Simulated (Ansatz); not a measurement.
One stationary structure of C. Space group Fd-3m (No. 227), diamond type. Level of theory: r2SCAN (plane waves to 500 eV, PAW, scalar-relativistic; Ansatz, an electronic-structure program).

Space group Fd-3m, origin choice 1 (No. 227); a = 3.5603 Å, b = 3.5603 Å, c = 3.5603 Å, α = 90.00°, β = 90.00°, γ = 90.00°

```
atom  site  symmetry       x       y       z
----  ----  --------  ------  ------  ------
C       8b      -43m  0.5000  0.5000  0.5000
```
(The calculation used a cell of 2 atoms; values per cell refer to that cell.)

For C, the volume per atom comes out as 5.64 Å³ and the band gap is 4.36 eV, indirect (valence top at Γ, conduction bottom at k = (0, 0.3636, 0.3636)) (no spin-orbit coupling). The smallest direct gap is 5.89 eV at Γ and the shortest distances is C–C 1.54 Å. The k-mesh is 22×22×22.

No spin polarisation in the result.

Measured for C: a 3.553 Å (static lattice; corrected from measurement; as listed in Daniel Mejia-Rodriguez, S. B. Trickey, Phys. Rev. B (2018)); gap 5.85 eV (static lattice; corrected from measurement; as listed in Wei Chen et al., Physical Review Materials (2018)). Computed minus measured — a: r2SCAN +0.2 %; gap: r2SCAN -1.49 eV. The computed values are for a static lattice, and a measured gap can be an optical one, lowered by exciton binding.

The run could not lose the symmetry of its start.

It was reached from a disturbed copy of a P6/mmm (No. 191) cell (AFLOW prototype A_hP1_191_a (A_f, as in Sn)), against which it lies -3.01 eV/atom.
